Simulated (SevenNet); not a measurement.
Results of the machine-learned potential SevenNet-0 (trained on PBE and PBE+U data) for fcc Ca.

Results at a series of volumes:

```
V (Å³/atom)  E − E_lowest (meV/atom)  P (GPa)
-----------  -----------------------  -------
39.618                          8.41    1.107
40.250                          4.64    0.804
40.883                          2.04    0.521
41.515                          0.51    0.255
42.147                          0.00    0.007
42.779                          0.44   -0.226
43.411                          1.77   -0.446
44.044                          3.94   -0.652
44.676                          6.89   -0.845
```

Estimate the bulk modulus and its pressure derivative from these points.

V0 = 42.165 Å³/atom, B0 = 16.0 GPa, B′ = 3.3 (fit to the energies at full precision).

Measured, for comparison: bulk modulus 18.6 GPa (corrected for temperature and zero-point phonon effects, our sources range from 15.9 to 18.7; as tabulated in Levämäki et al. (2014), arXiv:1402.3671); equilibrium volume per atom 42.81 Å³/atom (low-temperature or extrapolated to 0 K; zero-point anharmonic expansion removed; as tabulated in Csonka et al. (2009), arXiv:0903.4037). Computed (rounded) less measured: bulk modulus not scored (sources differ), equilibrium volume per atom -1.5 %.

A machine-learned potential is trained on density-functional data: it inherits that level's misses and adds fitting errors of its own.

Static lattice: no zero-point or thermal effects.
